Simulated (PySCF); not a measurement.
trifluoromethane (CHF3), SMILES FC(F)F.

Geometry: PBE0-D3(BJ)/def2-TZVP.

Level of theory: TDA-ωB97X/def2-SVPD in PySCF 2.14.0.

Vertical excitations; the highest root listed may be one member of a degenerate set. Gas-phase values at a fixed geometry. State labels are in the subgroup Cs.

```json
[
 {"state": "S1", "symmetry": "A'", "energy (eV)": "11.58", "λ (nm)": "107", "f": "0.026", "main pairs": "HOMO→LUMO 92 %"},
 {"state": "S2", "symmetry": "A\"", "energy (eV)": "12.28", "λ (nm)": "101", "f": "0.000", "main pairs": "HOMO−1→LUMO 91 %"},
 {"state": "S3", "symmetry": "A'", "energy (eV)": "12.48", "λ (nm)": "99", "f": "0.001", "main pairs": "HOMO→LUMO+2, HOMO−3→LUMO (degenerate set)"},
 {"state": "S4", "symmetry": "A\"", "energy (eV)": "12.48", "λ (nm)": "99", "f": "0.001", "main pairs": "HOMO→LUMO+3, HOMO−2→LUMO (degenerate set)"},
 {"state": "S5", "symmetry": "A'", "energy (eV)": "12.98", "λ (nm)": "95", "f": "0.307", "main pairs": "HOMO→LUMO+1 89 %"},
 {"state": "S6", "symmetry": "A\"", "energy (eV)": "13.11", "λ (nm)": "95", "f": "0.169", "main pairs": "HOMO−2→LUMO, HOMO→LUMO+3 (degenerate set)"},
 {"state": "S7", "symmetry": "A'", "energy (eV)": "13.11", "λ (nm)": "95", "f": "0.169", "main pairs": "HOMO−3→LUMO, HOMO→LUMO+2 (degenerate set)"},
 {"state": "S8", "symmetry": "A'", "energy (eV)": "13.22", "λ (nm)": "94", "f": "0.019", "main pairs": "HOMO−1→LUMO+3, HOMO−5→LUMO (degenerate set)"},
 {"state": "S9", "symmetry": "A\"", "energy (eV)": "13.22", "λ (nm)": "94", "f": "0.019", "main pairs": "HOMO−1→LUMO+2, HOMO−4→LUMO (degenerate set)"},
 {"state": "S10", "symmetry": "A\"", "energy (eV)": "13.47", "λ (nm)": "92", "f": "0.000", "main pairs": "HOMO−1→LUMO+1 88 %"},
 {"state": "T1", "symmetry": "A'", "energy (eV)": "11.09", "λ (nm)": "112", "f": "0", "main pairs": "HOMO→LUMO 83 %"},
 {"state": "T2", "symmetry": "A\"", "energy (eV)": "11.95", "λ (nm)": "104", "f": "0", "main pairs": "HOMO→LUMO+3, HOMO→LUMO+9, HOMO→LUMO+5 (degenerate set)"},
 {"state": "T3", "symmetry": "A'", "energy (eV)": "11.95", "λ (nm)": "104", "f": "0", "main pairs": "HOMO→LUMO+2, HOMO→LUMO+10, HOMO→LUMO+4 (degenerate set)"},
 {"state": "T4", "symmetry": "A\"", "energy (eV)": "12.17", "λ (nm)": "102", "f": "0", "main pairs": "HOMO−1→LUMO 84 %"}
]
```
Triplets are in the Tamm–Dancoff approximation.
